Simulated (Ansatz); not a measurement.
Reading a saddle point

A first-order saddle point of Si$_{2}$NH$_{9}$, closed shell, PBE0-D4/def2-TZVP, with one imaginary mode of 342i cm⁻¹:

Si1  (-1.224, 0.270, 0.521)
N2  (-0.077, -1.072, 1.135)
H3  (-1.820, -0.068, -0.783)
H4  (-2.289, 0.039, 1.554)
H5  (-0.713, 1.633, 0.749)
H6  (0.664, -0.845, 0.352)
Si7  (1.188, 0.502, -1.309)
H8  (0.287, -0.915, 2.073)
H9  (-0.461, -2.014, 1.079)
H10  (2.358, 1.356, -0.896)
H11  (1.760, -0.361, -2.403)
H12  (0.326, 1.475, -2.072)
(Å)

Computed with Ansatz 0.2.0 (basis: def2-TZVPP and def2-QZVPP); correlated methods freeze the cores. Extrapolation: Hartree–Fock as exp(−7.88 √X), correlation as X^−2.97.

**Question.** Which contacts change along the imaginary mode, and what lies on either side? (Judge from chemistry; the calculation decides.)

**Answer.** Computed: The step is SiNH₅ ([NH2][SiH3]) + SiH₄ → Si₂H₆ ([SiH3][SiH3]) + NH₃, with the molecules in contact on both sides. Shortening one way: Si1–Si7, N2–H6; lengthening the same way: Si1–N2, H6–Si7.
| pair | one side (Å) | saddle (Å) | other side (Å) |
| --- | --- | --- | --- |
| Si1–Si7 | 4.12 | 3.04 | 2.34 |
| N2–H6 | 3.60 | 1.10 | 1.01 |
| Si1–N2 | 1.72 | 1.87 | 3.11 |
| H6–Si7 | 1.48 | 2.20 | 3.29 |

**Question.** Which side is lower, and how far does the saddle lie above each? (An estimate is asked for; the value comes from the calculation.)

**Answer.** By the calculation: The side with Si1–N2, H6–Si7 short is lower by 0.326 eV; the saddle lies 2.232 eV above it and 1.906 eV above the other (CCSD(T) at an estimated basis limit (MP2 extrapolated from triple and quadruple zeta, plus CCSD(T) − MP2 in triple zeta); electronic energies).

The T1 diagnostic stays at or below 0.013.

Labels in which every atom is bracketed show which atoms are joined, not bond orders.

For scale, one of the runs: CCSD(T)/def2-TZVPP, 241 basis functions, launched by `ansatz run in.yaml --threads 4 --pin off --events-out ev --progress --plain --max-ram 9574MiB`. Time: 57 s of wall clock on 4 CPU threads of an Arm Neoverse V2; the host was shared. Peak host memory: 4.3 GiB.
